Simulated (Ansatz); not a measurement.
A run of Ansatz (development build ahead of 0.2.0) on singlet C2H6 at this shape:

```yaml
atoms:
  - { symbol: C, position_ang: [0.0431, 0.1172, 0.7731] }
  - { symbol: C, position_ang: [0.0997, -0.0506, -0.6978] }
  - { symbol: H, position_ang: [1.1864, -0.0443, 1.1124] }
  - { symbol: H, position_ang: [-0.4763, 0.8051, 1.2407] }
  - { symbol: H, position_ang: [-0.6075, -0.8744, 1.3163] }
  - { symbol: H, position_ang: [0.3403, 1.0051, -1.2096] }
  - { symbol: H, position_ang: [-1.1689, -0.0384, -1.0634] }
  - { symbol: H, position_ang: [0.3516, -0.7842, -1.2933] }
```

Its results:

- Converged: yes
- Reference energy: -79.12931 hartree
- Correlation energy: -0.31002 hartree
- Total energy: -79.43933 hartree
- Spin squared of the determinant: 0.000

(1) Which input gives this output? Name the method, the orbitals and the basis set, and write the input.

## Answers

(1) RHF-MP2 in cc-pVDZ. An unrestricted run that stays on the closed shell gives the same numbers.

```yaml
crystal:
  periodic: [false, false, false]
  atoms:
    - { symbol: C, position_ang: [0.04306, 0.11719, 0.77311] }
    - { symbol: C, position_ang: [0.09966, -0.05064, -0.69779] }
    - { symbol: H, position_ang: [1.18635, -0.04428, 1.1124] }
    - { symbol: H, position_ang: [-0.47626, 0.80509, 1.24066] }
    - { symbol: H, position_ang: [-0.60747, -0.8744, 1.31633] }
    - { symbol: H, position_ang: [0.34026, 1.00509, -1.20963] }
    - { symbol: H, position_ang: [-1.16895, -0.03839, -1.06337] }
    - { symbol: H, position_ang: [0.3516, -0.78423, -1.29325] }
basis:
  gaussian: { orbitals: cc-pVDZ }
hamiltonian:
  xc: hf
correlation:
  method: mp2
  frozen_orbitals: { C: 1, H: 0 }
```

Caution: bonds are stretched, where a single reference can fail; stretched shape with no unrestricted run beside it, a lower state can exist.
